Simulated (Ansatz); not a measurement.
# C3H3S+ (SMILES CC1=[C+]S1): single points off equilibrium

One table from this session's results is given with a row withheld; the runs are named, their logs left out.

The runs use Ansatz 0.2.0, Gaussian basis; single points in def2-TZVPP.

Correlated methods freeze the cores.

### Starting geometry

SMILES `CC1=[C+]S1`, 7 atoms, charge 1, spin multiplicity 1.

Atoms are counted from 1 here; the program's logs count them from 0.

Bond lengths: C1–C2 1.457 Å, C1–H5 1.101 Å, C1–H6 1.036 Å, C1–H7 1.071 Å, C2–C3 1.335 Å, C2–S4 1.622 Å, C3–S4 1.673 Å. Angles: C2–C1–H5 115.1°, C2–C1–H6 112.9°, C2–C1–H7 113.4°, H5–C1–H6 97.3°, H5–C1–H7 109.7°, H6–C1–H7 107.2°, C1–C2–C3 147.9°, C1–C2–S4 143.7°, C3–C2–S4 68.1°, C2–C3–S4 64.1°, C2–S4–C3 47.8°.

As a file:

```xyz
7

C    -0.22090    0.77330   -0.05000
C     0.27130   -0.59650    0.00850
C     1.17270   -1.45390    0.49270
S    -0.07530   -2.12940   -0.39400
H    -0.28810    1.28730    0.92130
H     0.45010    1.42380   -0.49650
H    -1.14990    0.86870   -0.57370
```

The first run:

Input file run/in.yaml:

```yaml
crystal:
  periodic: [false, false, false]
  atoms:
    - {symbol: C, position_ang: [-0.220900, 0.773300, -0.050000]}
    - {symbol: C, position_ang: [0.271300, -0.596500, 0.008500]}
    - {symbol: C, position_ang: [1.172700, -1.453900, 0.492700]}
    - {symbol: S, position_ang: [-0.075300, -2.129400, -0.394000]}
    - {symbol: H, position_ang: [-0.288100, 1.287300, 0.921300]}
    - {symbol: H, position_ang: [0.450100, 1.423800, -0.496500]}
    - {symbol: H, position_ang: [-1.149900, 0.868700, -0.573700]}
basis:
  gaussian: {orbitals: def2-TZVPP}
total_charge: 1
correlation: {method: ccsd_t}
output: {forces: true}
```

No record of the launch command was kept for these runs.

Steps of the session up to this table: CCSD(T)/def2-TZVPP; PBE0-D4/def2-TZVPP; wB97M-V/def2-TZVPP; r2SCAN-D4/def2-TZVPP; PBE-D4/def2-TZVPP; B97M-V/def2-TZVPP; BLYP-D4/def2-TZVPP.

One table of the session follows, with a row left open; its other results are not shown here.

| method | RMS force component (eV/Å) | angle to CCSD(T) forces (°) |
| --- | --- | --- |
| CCSD(T) | 1.894 | reference |
| PBE0-D4 | 1.733 | 8.7 |
| wB97M-V | 1.651 | 5.8 |
| r2SCAN-D4 | 1.825 | 8.1 |
| PBE-D4 | 1.974 | 9.6 |
| B97M-V | 1.752 | 8.3 |
| BLYP-D4 | ? | ? |

Q: Estimate the row for BLYP-D4 from the others.

As computed: RMS force component (eV/Å): 1.959; angle to CCSD(T) forces (°): 7.9. In the column «RMS force component (eV/Å)» it lies between CCSD(T) (1.894) and PBE-D4 (1.974).
